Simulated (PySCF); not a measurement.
**Telling isomers of BH6NO apart by their spectra**

These gas-phase data were calculated for one isomer of BH6NO at PBE0-D3(BJ)/pcseg-1 (harmonic, unscaled wavenumbers; equilibrium rotational constants with average atomic masses):

* rotational constants: 30.63, 8.259, 7.29 GHz
* all wavenumbers above 1500 cm⁻¹: 3917, 3603, 3593, 3458, 2495, 2444, 1644, 1628

Candidates:

(1) `[NH3+][BH2-]O`, a singlet
(2) `[BH3-][OH+]N`, a singlet
(3) `[BH3-][NH2+]O`, a singlet

Q: Which candidate do the data belong to?

A: Candidate (1). 2 modes lie between 2350 and 2900 cm⁻¹, one for each B–H bond, while (2) has 3, (3) has 3.

The same quantities for all candidates:

```tsv
	rotational constants (GHz)	wavenumbers above 1500 cm⁻¹	E above the lowest, PBE0-D3(BJ)/pcseg-1 (kcal/mol)
(1)	30.63, 8.259, 7.29	3917, 3603, 3593, 3458, 2495, 2444, 1644, 1628	0.0
(2)	32.98, 8.907, 7.823	3792, 3559, 3436, 2607, 2563, 2473, 1663	83.6
(3)	34.72, 8.748, 7.739	3764, 3529, 3438, 2588, 2541, 2457, 1628	74.3
```

Harmonic stretches to hydrogen usually lie a few per cent above observed fundamentals. Each candidate is one conformer. Programs: PySCF 2.14.0.
